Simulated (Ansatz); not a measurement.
Basis-set extrapolation for C$_{3}$H$_{6}$S (`C/C=C/S`) (PBE0-D4/def2-TZVP geometry, frozen core, the Gaussian-basis code of Ansatz). Multiplicity 1, RHF reference.

|  | def2-TZVPP | def2-QZVPP |
| --- | --- | --- |
| HF | -514.660839 | -514.677586 |
| MP2 correlation | -0.679929 | -0.727231 |
| CCSD(T) correlation | -0.757814 | not run |

Energies in hartree. Use E(X) = E(∞) + A·exp(−7.88·√X) for Hartree–Fock and E(X) = E(∞) + B·X^(−2.97) for correlation, with X = 3 and 4, and add CCSD(T) minus MP2 of the smaller set to the MP2 limit.

What is the CCSD(T) energy at the basis-set limit?

HF limit: -514.677586 + (-0.016747) × 0.13774 = -514.67989. MP2 limit: -0.727231 + (-0.047302) × 0.74074 = -0.76227. Higher-order term: -0.757814 − (-0.679929) = -0.07788. Total: -515.52004 hartree, 63.6 kcal/mol below CCSD(T)/def2-TZVPP.
